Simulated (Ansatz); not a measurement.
```xyz
5

C    -0.0086   -0.5865    0.0000
O    -0.0086    0.7995    0.0000
H     1.0554   -0.8688    0.0000
H    -0.4674   -1.0044    0.9033
H    -0.4674   -1.0044   -0.9033
```

Basis set: pcseg-2 (spherical functions). Charge 0, multiplicity 2.

Computed with Ansatz (development build ahead of 0.2.0); each method stands on the lowest determinant of its kind that the runs found. Restricted functionals stand beside restricted open-shell atoms, which can lie above the unrestricted atoms usual in DFT and then raise those values.

The atomization energy at this shape (free ground-state atoms in the same class of orbitals less the molecule, no zero-point energy) of doublet CH₃O:

```tsv
method	atomization energy
ωB97X (unrestricted)	402.33 kcal/mol
r²SCAN (unrestricted)	405.78 kcal/mol
```

Question: What does r²SCAN (restricted open-shell) give?

Answer: 408.37 kcal/mol.

The shape needn't be a minimum at these levels.
